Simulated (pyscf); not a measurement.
Thermochemistry of product channels of GaH [singlet] + ethylene (H₂C=CH₂) on the singlet surface, in eV, from CCSD(T)/def2-TZVPP + ΔMP2(QZVPP) energies (ideal gas, 1 atm, RRHO with modes under 100 cm⁻¹ raised to 100, one conformer, R ln 2 for chiral ones without a mode under 150 cm⁻¹). Single points on ωB97X-D3(BJ)/def2-SVP structures (PySCF, gas phase). MP2 and CC: frozen core, UHF for open shells. ΔMP2 is the change of the MP2 total energy from the triple- to the quadruple-zeta basis.

```tsv
products	ΔE	ΔH(298 K)	ΔG(298 K)	ΔG(1200 K)
H₃C–CH₂–Ga [singlet]	…	-1.20	-0.83	…
H₂C=CH–GaH₂	…	-0.75	-0.38	+0.68
cyclic C₂H₅Ga (SMILES [CH2]1[CH2][GaH]1)	+0.14	+0.18	+0.61	+1.85
```

### Question
Some entries are withheld; supply them.

### Answer

- H₃C–CH₂–Ga [singlet], ΔE: -1.38
- H₃C–CH₂–Ga [singlet], ΔG(1200 K): +0.29
- H₂C=CH–GaH₂, ΔE: -0.73

The channel to H₃C–CH₂–Ga [singlet] turns unfavourable between 298 and 1200 K (ΔG from -0.83 eV to +0.29 eV). The channel to H₂C=CH–GaH₂ turns unfavourable between 298 and 1200 K (ΔG from -0.38 eV to +0.68 eV).

These are energies of the channels, which say nothing of barriers. The CCSD(T) − MP2 part came from Ansatz, without density fitting, on the same reference. The frozen core leaves the outer d or s,p core shells of the metals and heavy elements correlated in the MP2 and CC values, and def2-TZVPP describes them poorly, which can shift differences by a few kcal/mol. Elements up to Kr have no core potential and no relativistic terms here.
